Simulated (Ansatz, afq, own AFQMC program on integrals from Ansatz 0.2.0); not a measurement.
AFQMC on a folder of integrals that Ansatz 0.2.0 wrote.

```yaml
crystal:
  periodic: [false, false, false]
  atoms:
    - {symbol: Al, position_ang: [0.000000, -1.774061, -0.079238]}
    - {symbol: Ge, position_ang: [0.000000, 0.310737, 1.218733]}
    - {symbol: Ga, position_ang: [0.000000, 0.362792, -1.239057]}
basis:
  gaussian: {orbitals: cc-pVDZ}
magnetization: {spin_polarized: false}
correlation: {method: ccsd_t, electrons: outside_noble_gas, hamiltonian_folder: ham}
```

```sh
$ ansatz run in.yaml --threads 1 --pin off --events-out ev --progress --plain --max-ram 1843MiB
```

afq runs on the folder ham with

```
--method phaseless --trial cisd --walkers 60 --populations 1 --least-time 40 --time-step 0.005 --steps-per-block 50 --equilibration-blocks 28 --max-blocks 300 --target-error 0.00038 --factor-cut 1e-05 --seed 104 --release-times 0.24,0.51,0.99,1.62,2.4 --release-step 0.03 --release-every 4 --taylor-order 6
```

Times are imaginary, in 1/Eh. The walk had a cap of 573 s. Filled inner d shells are frozen with the cores.

```
orbitals 39  electrons 5 5  factors 332 of 835
reference energy -4240.39763364 Eh
CCSD correlation -0.22536889 Eh in 15 cycles, weight of the determinant in the CISD state 0.7626
energy of the start -4240.623002 Eh
 block  time / (1/Eh)  mean weight  energy / Eh
     1     0.250  0.9983  -4240.618366
     2     0.500  0.9997  -4240.618399
     3     0.750  1.0010  -4240.620298
     4     1.000  0.9994  -4240.620673
     5     1.250  0.9987  -4240.622625
     8     2.000  0.9979  -4240.624277
    17     4.250  0.9999  -4240.646617
    41    10.250  0.9998  -4240.636267
    65    16.250  1.0005  -4240.650313
    89    22.250  0.9985  -4240.639744
   113    28.250  0.9993  -4240.641815
   137    34.250  1.0018  -4240.632407
   161    40.250  0.9998  -4240.635391
   185    46.250  1.0002  -4240.643624
   209    52.250  1.0005  -4240.646169
   233    58.250  1.0008  -4240.642144
   257    64.250  1.0009  -4240.637132
   273    68.250  0.9990  -4240.626042
   281    70.250  0.9994  -4240.628770
   305    76.250  0.9992  -4240.639517
   321    80.250  0.9991  -4240.646548
blocks merged  error / Eh  count
     1  0.000455  300
     2  0.000598  150
     4  0.000745  75
     8  0.000838  37
    16  0.000917  18
    32  0.000998  9
released: time / (1/Eh)  energy / Eh  error  mean overlap
  0.24  -4240.640499  0.000917  0.9963
  0.51  -4240.641262  0.000958  0.9985
  0.99  -4240.642045  0.001006  1.0074
  1.62  -4240.643242  0.000896  1.0026
  2.40  -4240.644480  0.001163  0.9956
energy -4240.640986 +/- 0.000917 Eh
(rows thinned)
```

(1) Estimate how long the walk took on 1 thread of Intel(R) Xeon(R) 6975P-C (Granite Rapids), with other jobs on the host.

The run passed its tests (sampling time, drift between the halves within three errors, error under three times the target), which doesn't prove that it has relaxed.

Against this walk (error 25.0 meV) on the same determinant: CCSD(T) 10.8 meV lower (within the noise), CCSDT(Q) 128.3 meV lower. The error is statistical and leaves out the bias of the constraint. None of these is a sure reference here. The released energies are still falling (meV from the phaseless value at times in 1/Eh: 13 ± 25 at 0.24, -8 ± 26 at 0.51, -29 ± 27 at 0.99, -61 ± 24 at 1.62, -95 ± 32 at 2.40), so they give no level.

Cautions: constraint bias not in the error; error above the target (25.0 against 10.3 meV); no relativity below Rb; no spin-orbit coupling; inner d shell frozen; restricted determinant unstable towards unrestricted (UHF 722 meV lower, ⟨S²⟩ 1.21); strong correlation (T1 0.040, weight of the determinant 0.76, largest double 0.16); (T) is large, 8 % of the CCSD correlation; the bias of populations of 60 walkers isn't removed.

Answers

(1) 2.8 min of wall time.

CCSDT and higher add their correlation energy to the determinant of the CCSD(T) run, since their own runs factorise the integrals more tightly (a shift of under 2 meV). A walk keeps the symmetry of its determinant, which the program's search chose and which needn't be the lowest solution, so a lower state of the same spin and another symmetry isn't excluded.
